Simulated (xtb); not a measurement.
xtb input:

```bash
xtb mol.xyz --gfn 1 --sp --chrg 1 --uhf 0
```
mol.xyz:
```
13

O      0.06503772    -0.68601455     0.05727429
C     -0.03288225     0.83440006     0.03073175
C      1.42147281    -1.28712423    -0.01533926
C     -1.48368758     1.21030101     0.00174931
H      0.47728944     1.12131012     0.94601548
H      0.52928146     1.15356487    -0.84533226
H      1.27766083    -2.36044626     0.05765461
H      1.89028205    -0.99298470    -0.95099819
H      1.95495536    -0.90470467     0.84810251
H     -1.97704985     0.87309367    -0.91220944
H     -2.01557038     0.83306845     0.87432017
H     -1.54411666     2.30045640     0.01467203
H     -0.54245191    -1.08070251    -0.59326989
```

Question: Predict the final energy.

Answer: -15.40257 Eh (GFN1-xTB).

It need not be the lowest isomer of its formula.
